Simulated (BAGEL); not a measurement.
**One shape, several levels: C2H6B− (SMILES [BH3-]C=C)**

We compute a comparison of 4 runs (B3LYP/6-31G*, B3LYP/cc-pVDZ, PBE0/cc-pVDZ, RI-MP2/cc-pVDZ) of C2H6B−. 

The calculation is run with BAGEL 1.2.2.

## Step 1: The structure to begin with

C2H6B−: 9 atoms, total charge -1, spin state singlet. As SMILES, `[BH3-]C=C`. The shape is that of a GFN2-xTB optimisation.

Bond lengths: B1–C2 1.621 Å, C2–C3 1.325 Å, B1–H4 1.227 Å, B1–H5 1.230 Å, B1–H6 1.227 Å, C2–H7 1.098 Å, C3–H8 1.083 Å, C3–H9 1.094 Å. Some angles: B1–C2–C3 127.4°, B1–C2–H7 117.5°, C3–C2–H7 115.1°, C2–B1–H4 109.9°, C2–B1–H5 110.3°, C2–B1–H6 110.0°, C2–C3–H8 121.3°, C2–C3–H9 124.5°, H4–B1–H5 108.9°, H4–B1–H6 108.8°.

## Step 2: The energy at B3LYP/6-31G(d) (density fitting with qzvpp-jkfit, spherical functions) (run 1)

Contents of input.json:

```json
{ "bagel" : [

{
  "title" : "molecule",
  "basis" : "6-31gs.json",
  "df_basis" : "qzvpp-jkfit",
  "angstrom" : "true",
  "geometry" : [
    { "atom" : "B", "xyz" : [      -0.629450,       0.770260,      -0.695580 ] },
    { "atom" : "C", "xyz" : [       0.561290,      -0.121590,      -0.051130 ] },
    { "atom" : "C", "xyz" : [       0.475920,      -0.957440,       0.973350 ] },
    { "atom" : "H", "xyz" : [      -1.515350,       0.037540,      -1.123250 ] },
    { "atom" : "H", "xyz" : [      -0.196360,       1.453510,      -1.621580 ] },
    { "atom" : "H", "xyz" : [      -1.107230,       1.511780,       0.156690 ] },
    { "atom" : "H", "xyz" : [       1.558120,      -0.038670,      -0.502980 ] },
    { "atom" : "H", "xyz" : [      -0.460650,      -1.116340,       1.494340 ] },
    { "atom" : "H", "xyz" : [       1.313720,      -1.539040,       1.370140 ] }
  ]
},

{
  "title" : "ks",
  "xc_func" : "b3lyp",
  "charge" : -1
},

{
  "title" : "print",
  "file" : "orbitals.molden",
  "orbitals" : "true"
}

]}
```

The basis set 6-31G* is read from a file made from the Basis Set Exchange's data (not shown).

Run with:

```console
BAGEL_NUM_THREADS=1 BAGEL input.json > input.out
```

Log:

```text
* using 1 threads per process

  ===============================================================
  ===============================================================

  *** Geometry ***

  { "atom" : "B", "xyz" : [     -1.189488,      1.455580,     -1.314456 ] },
  { "atom" : "C", "xyz" : [      1.060684,     -0.229772,     -0.096622 ] },
  { "atom" : "C", "xyz" : [      0.899358,     -1.809299,      1.839365 ] },
[... 5 lines of this table left out ...]
  { "atom" : "H", "xyz" : [      2.482571,     -2.908364,      2.589189 ] },

  Number of auxiliary basis functions:      333

  Since a DF basis is specified, we compute 2- and 3-index integrals:
    o Being stored without compression. Storage requirement is 0.008 GB

  Number of basis functions:       54
  Number of electrons      :       23

    * METHOD: MOLECULE                             0.25

  *** Kohn-Sham DFT ***

    * Removing 15393 points whose weight is below 1.00e-10
    * Grid points: 118761

  === Nuclear Repulsion ===
    62.5739114243

       - DIIS with orbital gradients will be used.

  === KS iteration (b3lyp / 6-31gs.json) ===
      0        -78.56172211          0.17135455           0.50
      1        -70.67296468          0.12589199           0.50
      2        -78.34904934          0.20110939           0.43
[... 21 lines of this table left out ...]
     24       -104.65098112          0.00000001           0.47
    * SCF iteration converged.

    * Permanent dipole moment:
           (   -1.094241,     1.102672,    -0.927192) a.u.

    * METHOD: KS                                  13.13

    * METHOD: PRINT                                0.01

  ===============================================================
```

It took 14 s on 1 thread of Intel Xeon at 2.50GHz (Skylake/Cascade Lake), shared host; peak memory 0.3 GiB.

## Step 3: The energy at B3LYP/cc-pVDZ (density fitting with qzvpp-jkfit) (run 2)

Contents of input.json:

```json
{ "bagel" : [

{
  "title" : "molecule",
  "basis" : "cc-pvdz.json",
  "df_basis" : "qzvpp-jkfit",
  "angstrom" : true,
  "geometry" : [
    { "atom" : "B", "xyz" : [   -0.629450,    0.770260,   -0.695580 ] },
    { "atom" : "C", "xyz" : [    0.561290,   -0.121590,   -0.051130 ] },
    { "atom" : "C", "xyz" : [    0.475920,   -0.957440,    0.973350 ] },
    { "atom" : "H", "xyz" : [   -1.515350,    0.037540,   -1.123250 ] },
    { "atom" : "H", "xyz" : [   -0.196360,    1.453510,   -1.621580 ] },
    { "atom" : "H", "xyz" : [   -1.107230,    1.511780,    0.156690 ] },
    { "atom" : "H", "xyz" : [    1.558120,   -0.038670,   -0.502980 ] },
    { "atom" : "H", "xyz" : [   -0.460650,   -1.116340,    1.494340 ] },
    { "atom" : "H", "xyz" : [    1.313720,   -1.539040,    1.370140 ] }
  ]
},
{
  "title" : "ks",
  "xc_func" : "b3lyp",
  "charge" : -1
},
{
  "title" : "print",
  "file" : "orbitals.molden",
  "orbitals" : true
}

]}
```

The basis set cc-pVDZ is read from a file made from the Basis Set Exchange's data (not shown).

Run with:

```console
BAGEL_NUM_THREADS=1 BAGEL input.json > input.out
```

Log:

```text
* using 1 threads per process

  ===============================================================
  ===============================================================

  *** Geometry ***

  { "atom" : "B", "xyz" : [     -1.189488,      1.455580,     -1.314456 ] },
  { "atom" : "C", "xyz" : [      1.060684,     -0.229772,     -0.096622 ] },
  { "atom" : "C", "xyz" : [      0.899358,     -1.809299,      1.839365 ] },
[... 5 lines of this table left out ...]
  { "atom" : "H", "xyz" : [      2.482571,     -2.908364,      2.589189 ] },

  Number of auxiliary basis functions:      333

  Since a DF basis is specified, we compute 2- and 3-index integrals:
    o Being stored without compression. Storage requirement is 0.014 GB

  Number of basis functions:       72
  Number of electrons      :       23

    * METHOD: MOLECULE                             0.27

  *** Kohn-Sham DFT ***

    * Removing 15393 points whose weight is below 1.00e-10
    * Grid points: 118761

  === Nuclear Repulsion ===
    62.5739114243

       - DIIS with orbital gradients will be used.

  === KS iteration (b3lyp / cc-pvdz.json) ===
      0        -78.41987383          0.10087484           0.60
      1        -71.48233241          0.11934421           0.64
      2        -78.80582588          0.12885197           0.71
[... 16 lines of this table left out ...]
     19       -104.66262622          0.00000000           0.62
    * SCF iteration converged.

    * Permanent dipole moment:
           (   -1.103759,     1.109396,    -0.932075) a.u.

    * METHOD: KS                                  13.79

    * METHOD: PRINT                                0.01

  ===============================================================
```

It took 15 s on 1 thread of Intel Xeon at 2.50GHz (Skylake/Cascade Lake), shared host; peak memory 0.38 GiB.

Run 3 isn't shown in full; the table further down has it.

## Step 4: A single-point energy at RI-MP2/cc-pVDZ (density fitting with qzvpp-jkfit) (run 4)

Contents of input.json:

```json
{ "bagel": [

{
  "title": "molecule",
  "basis": "cc-pvdz.json",
  "df_basis": "qzvpp-jkfit",
  "angstrom": true,
  "geometry": [
    { "atom": "B", "xyz": [   -0.629450,    0.770260,   -0.695580 ] },
    { "atom": "C", "xyz": [    0.561290,   -0.121590,   -0.051130 ] },
    { "atom": "C", "xyz": [    0.475920,   -0.957440,    0.973350 ] },
    { "atom": "H", "xyz": [   -1.515350,    0.037540,   -1.123250 ] },
    { "atom": "H", "xyz": [   -0.196360,    1.453510,   -1.621580 ] },
    { "atom": "H", "xyz": [   -1.107230,    1.511780,    0.156690 ] },
    { "atom": "H", "xyz": [    1.558120,   -0.038670,   -0.502980 ] },
    { "atom": "H", "xyz": [   -0.460650,   -1.116340,    1.494340 ] },
    { "atom": "H", "xyz": [    1.313720,   -1.539040,    1.370140 ] }
  ]
},
{
  "title": "hf",
  "charge": -1
},
{
  "title": "mp2",
  "charge": -1,
  "ncore": 3
}

]}
```

The basis set cc-pVDZ is read from a file made from the Basis Set Exchange's data (not shown).

Run with:

```console
BAGEL_NUM_THREADS=1 BAGEL input.json > input.out
```

Log:

```text
* using 1 threads per process

  ===============================================================
  ===============================================================

  *** Geometry ***

  { "atom" : "B", "xyz" : [     -1.189488,      1.455580,     -1.314456 ] },
  { "atom" : "C", "xyz" : [      1.060684,     -0.229772,     -0.096622 ] },
  { "atom" : "C", "xyz" : [      0.899358,     -1.809299,      1.839365 ] },
[... 5 lines of this table left out ...]
  { "atom" : "H", "xyz" : [      2.482571,     -2.908364,      2.589189 ] },

[... 23 lines left out ...]
    * SCF iteration converged.
[... 1 line left out ...]
    * Permanent dipole moment:
[... 2 lines left out ...]
    * METHOD: HF                                   0.76

  *** RHF ***

  === Nuclear Repulsion ===
    62.5739114243

      * DIIS with orbital gradients will be used.

  === RHF iteration (cc-pvdz.json) ===
      0       -103.86953877          0.00000000           0.05
    * SCF iteration converged.

    * Permanent dipole moment:
           (   -1.174218,     1.146895,    -0.953200) a.u.

  === DF-MP2 calculation ===

    * freezing 3 orbitals
    * 3-index integral transformation done
    * assembly done

      MP2 correlation energy:   -0.3915876370      0.04

      MP2 total energy:       -104.2611264042

    * METHOD: MP2                                  0.15

  ===============================================================
```

Wall time 1.7 s (1 thread of Intel Xeon at 2.50GHz (Skylake/Cascade Lake), shared host).

## Step 5: The series

```tsv
run	level	frozen core orbitals	energy (Eh)	HOMO energy (eV)	LUMO energy (eV)	HOMO–LUMO gap (eV)	wall time
1	B3LYP/6-31G* (density fitting with qzvpp-jkfit, spherical functions)	–	-104.650981	-0.64	6.31	6.95	14 s
2	B3LYP/cc-pVDZ (density fitting with qzvpp-jkfit)	–	-104.662626	-0.93	5.86	6.80	15 s
3	PBE0/cc-pVDZ (density fitting with qzvpp-jkfit)	–	-104.513038	-1.17	6.05	7.22	14 s
4	RI-MP2/cc-pVDZ (density fitting with qzvpp-jkfit)	3	-104.261126	–	–	–	1.7 s
```

## Step 6: Outcome

```
                                          quantity          value
                               run 4: total energy  -104.26113 Eh
run 4: correlation energy (3 core orbitals frozen)     -391.6 mEh
```

**Reading.** Over runs 1, 2, 3 the HOMO–LUMO gap runs from 6.80 eV (B3LYP/cc-pVDZ) to 7.22 eV (PBE0/cc-pVDZ). The empty levels of an anion lie above zero and hang on the basis. Totals of different functionals can't be ranked against each other. All runs together took 44 s, the longest 15 s.
